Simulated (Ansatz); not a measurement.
**[OF2]+ (SMILES F[O+]F) at 6 levels**

Aim: a comparison of 6 runs (UHF/STO-3G, U-r2SCAN/STO-3G, U-revPBE/STO-3G, UB2PLYP/STO-3G, RPA@PBE/STO-3G, UCCSD/STO-3G) of [OF2]+. 

Program for the calculation: Ansatz 0.2.0.

18 further runs of the same task are left out: 15 that didn't finish, 3 set aside as unsound or not needed.

## (1) The system as given

[OF2]+: 3 atoms, total charge +1, spin state doublet. As SMILES, `F[O+]F`. The O2–F1 distance was set to 1.946 Å, away from the relaxed value. At this shape a bond of the SMILES string is far longer than usual.

Bond lengths: O2–F3 1.297 Å. A long bond or contact: F1–O2 1.946 Å.

## (2) The energy at UHF/STO-3G (run 1)

Input file molecule.yaml:

```yaml
basis:
  gaussian:
    orbitals: STO-3G
crystal:
  periodic: [false, false, false]
  atoms:
    - symbol: F
      position_ang: [1.379989, -0.716128, 0.682284]
    - symbol: O
      position_ang: [0.000640, 0.505210, 0.055670]
    - symbol: F
      position_ang: [-0.920840, -0.196190, -0.529090]
total_charge: 1
magnetization:
  spin_polarized: true
  initial_magnetization: 1
hamiltonian:
  xc: hf
accuracy: high
```

On the command line:

```
ansatz run molecule.yaml --threads 1 --pin off --max-ram 3480MiB --events-out events.jsonl --progress --plain --runs-dir runs
```

Log:

```text
Warning: RAYON_NUM_THREADS=1 ignored (pool sized by the plan → 1); use --threads N
Functional definition: HF
  name "HF"
  exchange = exact_x
  correlation = 0
246 factors; integrals over basis functions are off by at most 3.8e-8 eV
mean field evaluation 1: about -7309.9442 eV, gradient 3.0e1 eV
mean field evaluation 2: about -7310.0313 eV, gradient 3.0e1 eV
mean field evaluation 4: about -7309.5732 eV, gradient 3.1e1 eV
mean field evaluation 8: about -7315.2197 eV, gradient 2.5e1 eV
mean field evaluation 16: about -7331.9057 eV, gradient 7.4e-2 eV
mean field evaluation 32: about -7331.6291 eV, gradient 9.4e-2 eV
mean field evaluation 64: about -7331.4709 eV, gradient 2.7e0 eV
mean field evaluation 96: about -7330.5148 eV, gradient 5.5e-1 eV
mean field evaluation 128: about -7329.7036 eV, gradient 1.1e0 eV
mean field evaluation 160: about -7331.7571 eV, gradient 5.8e-1 eV
mean field evaluation 192: about -7330.7688 eV, gradient 3.5e-1 eV
mean field evaluation 224: about -7330.0265 eV, gradient 9.0e-1 eV
mean field evaluation 256: about -7330.3657 eV, gradient 1.4e0 eV
mean field evaluation 288: about -7328.7971 eV, gradient 3.5e0 eV
mean field evaluation 320: about -7331.1464 eV, gradient 3.7e-4 eV
mean field evaluation 352: about -7321.3649 eV, gradient 2.0e1 eV
mean field -7331.90615280 eV, -269.4425813711 hartree, gradient 6.1e-8 eV, S^2 1.780174; 6 other end points of the search recorded, 0 dependent functions left out
reference -7331.90615280 eV, -269.4425813711 hartree; 13, 12 occupied and 2, 3 virtual orbitals, 246 factors
Total energy: -7331.90615280 eV, -269.4425813711 hartree
```

It took 0.26 s on 1 thread of Arm Neoverse V2, shared host.

## (3) A single-point energy at U-r2SCAN/STO-3G (run 2)

Input file input.yaml:

```yaml
crystal:
  periodic: [false, false, false]
  atoms:
    - {symbol: F, position_ang: [1.379989, -0.716128, 0.682284]}
    - {symbol: O, position_ang: [0.000640, 0.505210, 0.055670]}
    - {symbol: F, position_ang: [-0.920840, -0.196190, -0.529090]}
basis:
  gaussian: {orbitals: STO-3G}
total_charge: 1
magnetization: {spin_polarized: true, initial_magnetization: 1}
hamiltonian: {xc: {name: r2SCAN}}
accuracy: high
```

On the command line:

```
ansatz run input.yaml --threads 1 --pin off --max-ram 3480MiB --events-out events.jsonl --progress --plain --runs-dir runs
```

Log (excerpt; [...] marks lines left out):

```text
Warning: RAYON_NUM_THREADS=1 ignored (pool sized by the plan → 1); use --threads N
Functional definition: r2SCAN
  name "r2SCAN"
[...]
246 factors; integrals over basis functions are off by at most 3.8e-8 eV
[...]
mean field -7357.21512090 eV, -270.3726687935 hartree, gradient 9.4e-8 eV, S^2 1.614734; 18 other end points of the search recorded, 0 dependent functions left out
reference -7357.21512101 eV, -270.3726687976 hartree; 13, 12 occupied and 2, 3 virtual orbitals, 246 factors
Total energy: -7357.21512101 eV, -270.3726687976 hartree
```

Wall time 26 s (1 thread of Arm Neoverse V2, shared host); peak memory 0.18 GiB.

Runs 3 to 5 aren't shown in full; the table further down has their settings and results.

## (4) The energy at UCCSD/STO-3G (run 6)

Input file input.yaml:

```yaml
crystal:
  periodic: [false, false, false]
  atoms:
    - {symbol: F, position_ang: [1.379989, -0.716128, 0.682284]}
    - {symbol: O, position_ang: [0.000640, 0.505210, 0.055670]}
    - {symbol: F, position_ang: [-0.920840, -0.196190, -0.529090]}
basis:
  gaussian:
    orbitals: STO-3G
accuracy: high
correlation:
  method: ccsd
  frozen_orbitals: {F: 1, O: 1}
scf:
  omitted_lower_state_checks: [cluster_reference, increment]
total_charge: 1
magnetization:
  spin_polarized: true
  initial_magnetization: 1
```

On the command line:

```
ansatz run input.yaml --threads 1 --pin off --max-ram 3480MiB --events-out events.jsonl --progress --plain --runs-dir runs
```

Log:

```text
Warning: RAYON_NUM_THREADS=1 ignored (pool sized by the plan → 1); use --threads N
[... 19 lines left out ...]
3 core orbitals not correlated: weight in the atoms' cores, before any rotation towards them, 1.000 or more for the frozen orbitals, at most 0.000 for the correlated occupied ones
[... 243 lines left out ...]
Total energy: -7334.49038319 eV, -269.5375500861 hartree
Checks for a lower state left out: cluster_reference, increment
```

Run time: 1 s. Hardware: 1 thread of Arm Neoverse V2, shared host.

## (5) The series

| run | level | frozen core orbitals | energy (Eh) | ⟨S²⟩ | wall time |
| --- | --- | --- | --- | --- | --- |
| 1 | UHF/STO-3G | – | -269.442581 | 1.780 | 0.26 s |
| 2 | U-r2SCAN/STO-3G | – | -270.372669 | 1.615 | 26 s |
| 3 | U-revPBE/STO-3G | – | -270.397163 | 1.373 | 6.9 s |
| 4 | UB2PLYP/STO-3G | 3 | -270.129543 | 1.750 | 21 s |
| 5 | RPA@PBE/STO-3G | 3 | -269.652389 | 1.342 | 8.7 s |
| 6 | UCCSD/STO-3G | 3 | -269.537550 | 1.780 | 1 s |

## (6) Summary of results

| quantity | value |
| --- | --- |
| run 6: total energy | -269.53755 Eh |
| run 6: correlation energy (3 core orbitals frozen) | -95.0 mEh |
| run 6: ⟨S²⟩ of the reference determinant | 1.780 |
| run 6: T1 diagnostic | 0.124 |

Totals of different functionals can't be ranked against each other. In runs 1, 2, 3, 4, 5, 6 the basis is minimal, so the values are rough. Spin contamination of the reference: run 1 ⟨S²⟩ = 1.78, run 6 ⟨S²⟩ = 1.78, run 4 ⟨S²⟩ = 1.75, run 2 ⟨S²⟩ = 1.61, run 3 ⟨S²⟩ = 1.37, run 5 ⟨S²⟩ = 1.34. Where it is this large, the reference is a mixture of spin states, and values that rest on it are in doubt. All runs together took 64 s, the longest 26 s.
